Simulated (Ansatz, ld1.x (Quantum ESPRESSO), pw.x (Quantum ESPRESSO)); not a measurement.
**From atom to crystal: PAW potential for nickel (Ni)**

* Element: Ni
* Generator: ld1.x (Quantum ESPRESSO) 7.5
* Type: PAW
* Functional: PBEsol
* Relativity: scalar-relativistic
* Frozen core: [Ne]
* Valence charge: 18
* Reference configuration: 3s2 3p6 3d8 4s1.75 4p0 (charge +0.25)
* Partial waves: 3s (bound): rcut 1.00, rcutus 1.10 bohr; 4s (bound): rcut 1.00, rcutus 1.10 bohr; 3p (bound): rcut 1.10, rcutus 1.20 bohr; 4p (bound, empty): rcut 1.10, rcutus 1.20 bohr; 3d (bound): rcut 1.70, rcutus 1.85 bohr; 3d channel at 1.75 Ry: rcut 1.70, rcutus 1.85 bohr
* Local potential: all-electron potential smoothed inside 1.60 bohr (lloc = -1)
* Core correction: none
* Augmentation charge: BESSEL, radius 0.90 bohr

Atomic tests: cutoffs needed: 70 Ry and 100 Ry (the cutoffs (Ry, on a coarse ladder) from which the occupation-weighted sum of valence levels, in a spherical-Bessel basis at the reference potential, stays within 10 and 1 mRy of its value at 400 Ry); ghost test: no extra level below or beside the all-electron valence levels (s, p, d, f tested) (spherical-Bessel basis up to 400 Ry, 20 bohr box); largest excitation error: -15 meV (all-electron minus pseudo) for 3s2 3p6 3d8 4s0 4p0, out of 7 test configurations.

Crystal test: fcc Ni in pw.x 7.5, no spin, 16³ k-points, Fermi–Dirac smearing 0.01 Ry, cutoffs 120/900 Ry. The lattice is a test structure that the element need not adopt, and mesh and smearing are coarse. Spin polarisation and strong correlation are left out, which matters for this element.

pw.x input:

```
&control
  calculation='scf', prefix='x', pseudo_dir='./', outdir='./tmp', tstress=.true., disk_io='low'
/
&system
  ibrav=0, nat=1, ntyp=1, ecutwfc=120, ecutrho=900, nbnd=17,
  occupations='smearing', smearing='fd', degauss=0.01
/
&electrons
  conv_thr=1e-09, mixing_beta=0.4, electron_maxstep=70
/
ATOMIC_SPECIES
Ni 1.0 Ni.UPF
CELL_PARAMETERS angstrom
  0.00000000 1.73286682 1.73286682
  1.73286682 0.00000000 1.73286682
  1.73286682 1.73286682 0.00000000
ATOMIC_POSITIONS crystal
Ni 0.0000 0.0000 0.0000
K_POINTS automatic
16 16 16 0 0 0
```

```bash
pw.x < Ni.scf.in > Ni.scf.out
```

Q: How does the run end?

A: It converges; the pressure is 1.32 GPa against -0.77 GPa from all-electron LAPW.  The log shows:

```
     charge density cutoff     =     900.0000  Ry
     scf convergence threshold =      1.0E-09
     Exchange-correlation= SLA  PW   PSX  PSC
     number of k points=   145  Fermi-Dirac smearing, width (Ry)=  0.0100
     iteration #  1     ecut=   120.00 Ry     beta= 0.40
     total energy              =    -426.14089943 Ry
     estimated scf accuracy    <       1.56476797 Ry
     iteration #  2     ecut=   120.00 Ry     beta= 0.40
     total energy              =    -426.47286466 Ry
     estimated scf accuracy    <       1.40310665 Ry
     iteration #  3     ecut=   120.00 Ry     beta= 0.40
     total energy              =    -426.58203959 Ry
     estimated scf accuracy    <       0.01609450 Ry
     iteration #  4     ecut=   120.00 Ry     beta= 0.40
     total energy              =    -426.58319756 Ry
     estimated scf accuracy    <       0.00206868 Ry
     [... 3 iterations left out ...]
     iteration #  8     ecut=   120.00 Ry     beta= 0.40
     total energy              =    -426.58345293 Ry
     estimated scf accuracy    <       0.00000164 Ry
     iteration #  9     ecut=   120.00 Ry     beta= 0.40
     total energy              =    -426.58345304 Ry
     estimated scf accuracy    <       0.00000002 Ry
     iteration # 10     ecut=   120.00 Ry     beta= 0.40
     total energy              =    -426.58345305 Ry
     estimated scf accuracy    <          3.5E-09 Ry
     iteration # 11     ecut=   120.00 Ry     beta= 0.40
     the Fermi energy is    17.3353 ev
!    total energy              =    -426.58345305 Ry
     estimated scf accuracy    <          2.9E-10 Ry
     smearing contrib. (-TS)   =      -0.01015122 Ry
     The total energy is F=E-TS. E is the sum of the following terms:
     one-electron contribution =    -177.53764910 Ry
     hartree contribution      =     135.37182453 Ry
     xc contribution           =     -36.92735580 Ry
     ewald contribution        =    -226.81785379 Ry
     one-center paw contrib.   =    -120.66226768 Ry
     convergence has been achieved in  11 iterations
          total   stress  (Ry/bohr**3)                   (kbar)     P=       13.22
```
